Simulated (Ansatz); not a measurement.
`C1CCOC1` and `FC1CCCO1` differ in one atom or group.

Ansatz, PBE0-D4/def2-TZVP geometries, multiplicity 1. 

```tsv
property	`C1CCOC1`
HOMO energy (PBE/def2-TZVPP) / eV	-5.44
HOMO energy (PBE0/def2-TZVPP) / eV	-7.02
size of the dipole moment (B3LYP/def2-TZVPP) / D	1.78
LUMO energy (B3LYP/def2-TZVPP) / eV	0.85
size of the dipole moment (ωB97M-V/def2-TZVPP) / D	1.79
HOMO–LUMO gap (B3LYP/def2-TZVPP) / eV	7.65
```

**Question.** What does the change do to each property? (An estimate is asked.)

**Answer.** The calculation gave: 
```tsv
property	`FC1CCCO1`	shift
HOMO energy (PBE/def2-TZVPP) / eV	-6.52	-1.08
HOMO energy (PBE0/def2-TZVPP) / eV	-8.14	-1.12
size of the dipole moment (B3LYP/def2-TZVPP) / D	2.61	0.83
LUMO energy (B3LYP/def2-TZVPP) / eV	0.83	-0.02
size of the dipole moment (ωB97M-V/def2-TZVPP) / D	2.60	0.81
HOMO–LUMO gap (B3LYP/def2-TZVPP) / eV	8.74	1.09
```

Dipoles are sizes alone; their direction can turn.

B3LYP here is the variant with VWN-RPA as its local correlation; programs differ in this.
